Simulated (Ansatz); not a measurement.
Basis sets over 5 cases of the harmonic zero-point energy at PBE with Ansatz (Al to Cl present), each against its own reference: (a) the value in aug-pcseg-2; (b) the value in def2-QZVPPD. By their distance from other large sets or by the extrapolation step the references are unsure by up to roughly 0.02 kcal/mol and lie short of the limit. Each level at its own minimum, unscaled; unrestricted open shells; no added dispersion term; no relativity. Cartesian d functions in some cases of 6-31G**, 6-311G**. (X+d) sets on Al to Cl for cc-pVXZ and aug-cc-pVXZ. 

Cases are drawn at random; left out are references unsure by over 0.067 kcal/mol, runs with very soft modes, doubtful singlets, and cases whose largest runs show a restricted determinant unstable towards unrestricted orbitals, <S^2> over 0.1 too high or, where CCSD(T) ran, T1 over 0.025 (0.045 for open shells). Sets are drawn from those converged to one state in every case.

Cases (SMILES) and reference values:
- [SiH4] (SiH4): 18.88 kcal/mol (a)
- Cl[CH2] (CH2-Cl), doublet: 13.95 kcal/mol (a)
- P (PH3): 14.51 kcal/mol (a)
- [CH](Cl)Cl, doublet: 9.50 kcal/mol (a)
- [PH2] (PH2), doublet: 8.16 kcal/mol (b)

```
basis              functions over def2-SVP (largest species, mean of cases)  mean signed deviation (kcal/mol)  mean absolute  largest  within 0.2 kcal/mol
-----------------  --------------------------------------------------------  --------------------------------  -------------  -------  -------------------
def2-SV(P)                                                              0.8                              0.01           0.08     0.16               5 of 5
pcseg-1                                                                 1.0                              0.01           0.07     0.17               5 of 5
6-31G**                                                                 1.0                              0.08           0.09     0.16               5 of 5
6-311G**                                                                1.4                              0.01           0.05     0.09               5 of 5
def2-SVPD                                                               1.5                             -0.02           0.03     0.10               5 of 5
def2-TZVPD                                                              2.3                              0.00           0.01     0.02               5 of 5
def2-TZVPP                                                              2.5                              0.01           0.01     0.03               5 of 5
jun-cc-pV(T+d)Z                                                         2.7                              0.00           0.01     0.02               5 of 5
def2-TZVPPD                                                             2.9                              0.00           0.01     0.02               5 of 5
6-311++G(3df,3pd)                                                       3.0                              0.03           0.03     0.05               5 of 5
```

Among the sets for which every case ran a larger relative (same family, alike in diffuse functions, listed or not), the smallest listed that holds all cases within 0.2 kcal/mol together with them is def2-SV(P), at 0.8 times the functions of def2-SVP. Inside, though some case ran no larger relative to test it: 6-311G**, def2-TZVPP, jun-cc-pV(T+d)Z, def2-TZVPPD, 6-311++G(3df,3pd). Largest deviations of relatives not listed, over the cases that ran them: def2-SVP 0.12, def2-TZVP 0.04, pcseg-2 0.02, pcseg-3 0.00, def2-QZVP 0.00, def2-QZVPP 0.00, def2-QZVPPD 0.00, aug-cc-pVTZ 0.02 kcal/mol. These figures hold for the cases listed.

Ansatz is an electronic-structure program.
